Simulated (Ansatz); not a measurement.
**Ru (hcp): energy against volume**

Level of theory: Ansatz, DFT, m-r2SCAN, plane waves (500 eV) with PAW, scalar-relativistic. The PAW files were generated under PBE, with cores re-solved for the functional.

The cell is scaled uniformly from the relaxed one, with fractional coordinates and shape fixed. Energies are extrapolated to zero smearing, pressures are those at the given smearing. Magnetic state: non-magnetic.

A Birch-Murnaghan fit gives V₀ = 13.49 Å³/atom, B₀ = 338 GPa, B₀′ = 4.8.

Task: What are the energy above the minimum and the pressure at 11.874 Å³/atom?

Result: 261.6 meV/atom and 58.64 GPa as computed.

Task: What are the energy above the minimum and the pressure at 14.033 Å³/atom?

Result: 21.3 meV/atom and -12.10 GPa as computed.

Task: What are the energy above the minimum and the pressure at 15.113 Å³/atom?

Result: 165.2 meV/atom and -29.11 GPa as computed.

m-r²SCAN is r²SCAN on the gauge-invariant kinetic-energy density; without spin polarisation the two are equal.
